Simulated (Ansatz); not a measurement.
Start from Au in the fcc (Cu type) structure (space group Fm-3m, No. 225; a = 4.1241 Å).

All numbers come from DFT with r2SCAN, PAW potentials and a 500 eV plane-wave cutoff in Ansatz (a program for electronic structure), without spin-orbit coupling.

Perturbation: every Au is replaced by Pt; the structure is relaxed again.

Measured lattice parameter a: Au 4.062 Å (static lattice; corrected from measurement; as listed in Daniel Mejia-Rodriguez, S. B. Trickey, Phys. Rev. B (2018)); Pt 3.913 Å (static lattice; corrected from measurement; as listed in Daniel Mejia-Rodriguez, S. B. Trickey, Phys. Rev. B (2018)).

Task: How well does r2SCAN reproduce the measured shift?

Result: With r2SCAN the lattice parameter a moves by -0.184 Å (4.124 → 3.940) against -0.149 Å measured.

Whether these cells are dynamically stable was not tested. The final runs are not spin-polarised.
